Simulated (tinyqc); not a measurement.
Worked calculation: UHF in the sto-3g basis, for OH+, spin multiplicity 3. One step of it, computed by the program tinyqc.

Problem. Iteration 3: DIIS coefficients. Solve [B -1; -1 0][c; lambda] = [0; -1] for the coefficients, which sum to one.

B (overlaps of the stored error matrices):
```
[[1.8957564e+02, 8.6417854e+00, 4.7604675e-02],
 [8.6417854e+00, 7.4165492e-01, 6.9519692e-02],
 [4.7604675e-02, 6.9519692e-02, 2.5222633e-02]]
```

Give: DIIS coefficients.

Solution.

DIIS coefficients: [0.0079, -0.1788, 1.1709]
